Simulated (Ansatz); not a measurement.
# CH₇BSi: a ladder of functionals and wavefunction methods

How much do the methods differ for CH₇BSi? The plan is to run it at one geometry with functionals of several rungs and with coupled cluster, and see how far each lands from CCSD(T) at the basis-set limit for the atomisation energy.

The runs use Ansatz 0.2.0, Gaussian basis; functionals in def2-TZVPP, the program's frozen cores in correlated methods.

Plan: LDA (SPW92), PBE-D4, revPBE-D4, BLYP-D4, r2SCAN-D4, B97M-V, PBE0-D4, B3LYP-D4, r2SCANh-D4, r2SCAN0-D4, HSE06-D4, BHLYP-D4, CAM-B3LYP-D4, LC-ωPBE, ωB97X-V, ωB97M-V, B2PLYP, PBE-QIDH; CCSD(T)/def2-SVP; CCSD(T)/def2-TZVPP; CCSD(T)/def2-QZVPP; extrapolation to the limit.

## Step 1: The relaxed structure

The geometry comes from an earlier relaxation with PBE0-D4 in a triple-zeta def2 set; it is a stationary point, not always the lowest conformer.

SMILES `CB[SiH3]`, 10 atoms, charge 0, spin multiplicity 1.

Atoms are counted from 1 here; the program's logs count them from 0.

Bond lengths: C1–B2 1.550 Å, C1–H4 1.106 Å, C1–H5 1.092 Å, C1–H6 1.091 Å, B2–Si3 2.018 Å, B2–H7 1.201 Å, Si3–H8 1.491 Å, Si3–H9 1.491 Å, Si3–H10 1.494 Å. Angles: B2–C1–H4 102.7°, B2–C1–H5 114.9°, B2–C1–H6 116.2°, H4–C1–H5 105.3°, H4–C1–H6 106.0°, H5–C1–H6 110.4°, C1–B2–Si3 124.4°, C1–B2–H7 118.6°, Si3–B2–H7 117.0°, B2–Si3–H8 111.7°, B2–Si3–H9 114.0°, B2–Si3–H10 107.9°, H8–Si3–H9 108.2°, H8–Si3–H10 107.1°, H9–Si3–H10 107.6°.

## Step 2: LDA

This LDA is Slater exchange with PW92 correlation.

The input, in.yaml:

```yaml
crystal:
  periodic: [false, false, false]
  atoms:
    - {symbol: C, position_ang: [-1.087858, 0.974956, -0.576913]}
    - {symbol: B, position_ang: [0.112022, 0.000328, -0.689947]}
    - {symbol: Si, position_ang: [1.014128, -0.883143, 0.884833]}
    - {symbol: H, position_ang: [-1.958392, 0.307457, -0.716175]}
    - {symbol: H, position_ang: [-1.157861, 1.712226, -1.379982]}
    - {symbol: H, position_ang: [-1.228599, 1.454133, 0.393409]}
    - {symbol: H, position_ang: [0.516787, -0.288162, -1.783731]}
    - {symbol: H, position_ang: [1.154229, -2.354129, 0.685516]}
    - {symbol: H, position_ang: [0.324945, -0.654189, 2.186687]}
    - {symbol: H, position_ang: [2.393701, -0.320777, 0.999304]}
basis:
  gaussian: {orbitals: def2-TZVPP}
hamiltonian: {xc: lda}
output: {orbitals: {seedname: orbitals}}
```

Command:

```
ansatz run in.yaml --threads 2 --pin off --events-out ev --progress --plain --max-ram 32768MiB --backend cpu
```

Further steps of the session: PBE-D4 (GGA); revPBE-D4 (GGA); BLYP-D4 (GGA); r2SCAN-D4 (meta-GGA); B97M-V (meta-GGA); B3LYP-D4 (hybrid); r2SCANh-D4 (hybrid); r2SCAN0-D4 (hybrid); HSE06-D4 (hybrid); BHLYP-D4 (hybrid); CAM-B3LYP-D4 (range-separated); LC-ωPBE (range-separated); ωB97X-V (range-separated); ωB97M-V (range-separated); B2PLYP (double hybrid); PBE-QIDH (double hybrid); CCSD(T) in def2-SVP; CCSD(T) in def2-TZVPP; CCSD(T) in def2-QZVPP.

Q: Predict the results of all the runs planned. Wanted: atomisation energy, CCSD(T)/CBS; farthest beyond LDA; mean size of error, GGA; mean size of error, meta-GGA; mean size of error, hybrid; mean size of error, range-separated; mean size of error, double hybrid; gap, smallest and largest; T1 diagnostic.

As calculated:

| quantity | value |
| --- | --- |
| atomisation energy, CCSD(T)/CBS | 3319.9 kJ/mol |
| functionals within 16.6 kJ/mol (0.5 %) | BLYP-D4, PBE0-D4, r2SCANh-D4, r2SCAN0-D4, HSE06-D4, BHLYP-D4, LC-ωPBE, PBE-QIDH |
| farthest beyond LDA | B97M-V (+36.5 kJ/mol) |
| mean size of error, GGA | 21.4 kJ/mol |
| mean size of error, meta-GGA | 29.7 kJ/mol |
| mean size of error, hybrid | 12.1 kJ/mol |
| mean size of error, range-separated | 21.8 kJ/mol |
| mean size of error, double hybrid | 14.1 kJ/mol |
| gap, smallest and largest | 3.72 eV (LDA (SPW92)), 11.12 eV (LC-ωPBE) |
| T1 diagnostic | 0.0117 |
| triples share of the correlation energy | 3.3 % |

LDA overbinds by 370.3 kJ/mol (11 %). PBE-D4 is off by +17.6 kJ/mol. Double hybrids carry the basis error of their MP2 part in triple zeta, and no dispersion term here, so their miss is partly the set-up's. The rungs hybrid, double hybrid miss on average by less than the doubt on the reference (16.6 kJ/mol), so they tie. The reference freezes the cores and leaves out relativity and excitations past (T), so misses under about 16.6 kJ/mol can't be ranked. Hartree-Fock recovers 79 % of the binding; the rest is correlation. CCSD(T) in def2-SVP is off by -145.4 kJ/mol, more than most functionals: a good method in a small basis is no reference. Orbital gaps span 3.7 to 11.1 eV; exact exchange widens them.
